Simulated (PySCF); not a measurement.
# Ionisation energy of Al by level of theory

Al [Ne] 3s2 3p1 (2P) → Al⁺ [Ne] 3s2 (1S), as a difference of total energies. Calculation: PySCF 2.14, in aug-cc-pV(T+d)Z; no relativity, point nucleus. Correlated levels: valence: [Ne] frozen. The calculations carry no spin-orbit coupling.

```csv
method,ionisation energy (eV),error (eV)
UHF,5.599,-0.378
MP2 (valence),5.824,-0.153
SCS-MP2 (valence),5.809,-0.168
CCSD (valence),5.916,-0.061
CCSD(T) (valence),5.948,-0.029
CCSDT (valence),5.962,-0.015
```

Reference: 5.977 eV (measured; NIST levels, between the centres of gravity of the two terms).

Errors of the correlated levels include the incompleteness of this basis and the frozen core.
